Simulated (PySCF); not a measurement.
Gas-phase reaction: 4 SiO + C₃O₂ → 4 Si + 3 CO₂

Energies from PySCF (xtb for GFN2), thermal terms from the rigid-rotor harmonic-oscillator model, ideal gas at 1 bar. The comparison is the NASA 1993 polynomial table, which mixes measured and estimated data. † marks an energy on the PBE0/def2-TZVP geometry and frequencies; other levels use their own. 6-31G* has spherical d functions here. Open shells (unrestricted): Si (multiplicity 3, electronic degeneracy 9); the rest are closed-shell singlets. GFN2 has no spin-polarisation term. Spin-orbit splitting is ignored; it lowers the true energy and changes the entropy of Si. B3LYP is the form with VWN-RPA correlation. The harmonic model lacks anharmonicity and excited electronic states, which grow with temperature; levels with a mode under 35 cm⁻¹ are left out. Soft modes under 120 cm⁻¹ make the harmonic entropy rough for C₃O₂. The table's entry may be an old estimate for SiO, C₃O₂ (not checked at source).

| level | ΔH°(298 K), kJ | minus table | ΔG°(800 K), kJ |
|---|---|---|---|
| table | 1114.8 | - | 959.8 |
| B3LYP/6-31G* | 977.6 | -137.2 | 809.8 |
| GFN2-xTB | 1455.3 | 340.5 | 1288.5 |
| M06-2X/def2-TZVP† | 1096.2 | -18.6 | 940.2 |
| PBE/def2-SVP | 968.5 | -146.3 | 802.2 |
| PBE0/def2-SVP† | 859.4 | -255.4 | 703.4 |
| LDA/def2-TZVP† | 1221.5 | 106.7 | 1065.5 |
| ωB97M-V/def2-TZVP† | 1116.5 | 1.7 | 960.5 |
